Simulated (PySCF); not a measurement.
Species: N-ethylformamide, C₃H₇NO.
SMILES with atom numbers: `[CH3:1][CH2:2][NH:3][CH:4]=[O:5]` (hydrogens: H6, H7, H8 on C1; H9, H10 on C2; H11 on N3; H12 on C4)

Theory: PBE0-D3(BJ)/def2-TZVP geometry optimisation, gas phase in PySCF 2.14.0.

(1) Give the optimised bond lengths and angles.

Results:

(1) 
| bond | length (Å) |
| --- | --- |
| C1–C2 | 1.517 |
| C2–N3 | 1.445 |
| N3–C4 | 1.351 |
| C4=O5 | 1.210 |
| C1–H6, C1–H7, C1–H8 | 1.092 |
| C2–H9, C2–H10 | 1.092 |
| N3–H11 | 1.006 |
| C4–H12 | 1.107 |

Bonds in one row agree within 0.01 Å and their mean is given. A selection of angles:
| angle | degrees |
| --- | --- |
| C2–C1–H6 | 110.4 |
| C2–C1–H7 | 110.6 |
| H6–C1–H7 | 108.4 |
| C1–C2–N3 | 112.7 |
| C1–C2–H9 | 110.7 |
| C1–C2–H10 | 110.5 |
| N3–C2–H9 | 106.0 |
| N3–C2–H10 | 109.2 |
| H9–C2–H10 | 107.5 |
| C2–N3–C4 | 123.4 |
| C2–N3–H11 | 118.9 |
| C4–N3–H11 | 117.5 |
| N3–C4–O5 | 125.6 |
| N3–C4–H12 | 112.0 |
| O5–C4–H12 | 122.4 |

Torsions: C1–C2–N3–C4 111° (anticlinal); C2–N3–C4–O5 3° (synperiplanar). The mirror-image conformer, all signs reversed, is as good.

The C–N distances run from 1.351 Å (N3–C4, drawn single) to 1.445 Å (C2–N3, drawn single), a spread of 0.094 Å. N3 (amide nitrogen) is planar (angles 123.4°, 118.9° and 117.5°, sum 359.8°, 0.03 Å off the plane of its three neighbours). Of the pairs four or more bonds apart, O5···H9 is among the closest relative to their van der Waals radii: 2.40 Å, 88 % of the sum of Bondi's values.

Point group: C1 (no symmetry element, even within 0.4 Å). Stationary, but not proved a minimum. One conformer, not necessarily the lowest.
